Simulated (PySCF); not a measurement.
## Two probes of the same atoms: core binding energy and nuclear shielding

Species: C4H3FO.
Numbering: `[CH3:1][C:2]#[C:3][C:4](=[O:5])[F:6]`

Binding energies: delta-SCF UKS SCAN, pcX-2 on the ionised atom, pcseg-1 elsewhere, spin-free X2C in PySCF. Shieldings: GIAO PBE0/pcSseg-1, non-relativistic, same geometry.

```csv
atom,isotropic shielding (ppm)
C1,182.2
C2,86.7
C3,112.7
C4,36.2
```

Question: What are the C 1s binding energies of these atoms?

Answer: 
```json
{"atom": "C3", "environment": "alkyne carbon", "C 1s (eV)": "291.31", "isotropic shielding (ppm)": "112.7"}
{"atom": "C2", "environment": "alkyne carbon", "C 1s (eV)": "291.79", "isotropic shielding (ppm)": "86.7"}
{"atom": "C1", "environment": "propargylic carbon", "C 1s (eV)": "292.42", "isotropic shielding (ppm)": "182.2"}
{"atom": "C4", "environment": "acyl halide carbon", "C 1s (eV)": "296.19", "isotropic shielding (ppm)": "36.2"}
```

Question: Among the listed atoms, is the one with the highest binding energy also the least shielded?

Answer: Yes: C4 has both (296.19 eV, 36.2 ppm).

By binding energy: C3 < C2 < C1 < C4. By shielding: C4 < C2 < C3 < C1.

The unrestricted hole states depart most from a pure doublet (⟨S²⟩ = 0.75; over 0.85 named) for C 1s of C2 (0.88), which makes this value less certain. Geometry: GFN2-xTB; no solvent, vibrations or thermal averaging.
